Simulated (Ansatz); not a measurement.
**BH2O− (SMILES B[O-]): single points off equilibrium**

An exercise on one series of results from a longer session: the logs are not shown, and one member is left open.

Program: Ansatz 0.2.0, Gaussian basis. Level of theory: single points in def2-TZVPPD. These are calculated values, not measurements.

Correlated methods freeze the cores.

1 further run of the same task is left out (it didn't finish).

### Starting geometry

SMILES `B[O-]`, 4 atoms, charge -1, spin multiplicity 1.

Atoms are counted from 1 here; the program's logs count them from 0.

Bond lengths: B1–O2 1.299 Å, B1–H3 1.272 Å, B1–H4 1.214 Å. Angles: O2–B1–H3 123.6°, O2–B1–H4 121.4°, H3–B1–H4 114.9°.

Coordinates:

```
B     0.0798    0.0652   -0.0358
O     1.0144   -0.4033    0.7355
H    -1.1061   -0.3930   -0.0618
H     0.3061    0.9435   -0.8430
```

The first run:

run/in.yaml

```yaml
crystal:
  periodic: [false, false, false]
  atoms:
    - {symbol: B, position_ang: [0.079807, 0.065174, -0.035763]}
    - {symbol: O, position_ang: [1.014424, -0.403292, 0.735509]}
    - {symbol: H, position_ang: [-1.106121, -0.393009, -0.061765]}
    - {symbol: H, position_ang: [0.306088, 0.943470, -0.843037]}
basis:
  gaussian: {orbitals: "def2-TZVPPD.json"}
total_charge: -1
hamiltonian: {xc: pbe, dispersion: d4}
output: {forces: true}
```

The basis file named in the input lies beside it (Basis Set Exchange, JSON).

Launch:

```bash
$ ansatz run in.yaml --threads 2 --pin off --events-out ev --progress --plain --max-ram 3481MiB
```

Steps of the session up to this table: PBE-D4/def2-TZVPPD; r2SCAN-D4/def2-TZVPPD; PBE0-D4/def2-TZVPPD; wB97M-V/def2-TZVPPD; CCSD(T)/def2-TZVPPD.

One table of the session follows, with a row left open; its other results are not shown here.

| method | RMS force component (eV/Å) | angle to CCSD(T) forces (°) |
| --- | --- | --- |
| PBE-D4 | 0.381 | 14.4 |
| r2SCAN-D4 | 0.455 | 30.8 |
| PBE0-D4 | 0.512 | 37.1 |
| wB97M-V | ? | ? |
| CCSD(T) | 0.326 | reference |

Estimate the missing values for wB97M-V.

**Answer.** RMS force component (eV/Å): 0.450; angle to CCSD(T) forces (°): 34.9. In the column «RMS force component (eV/Å)» it lies between PBE-D4 (0.381) and r2SCAN-D4 (0.455).

Caveats from the session: The anion's highest level is positive in at least one run, so there the basis alone may hold the extra electron.
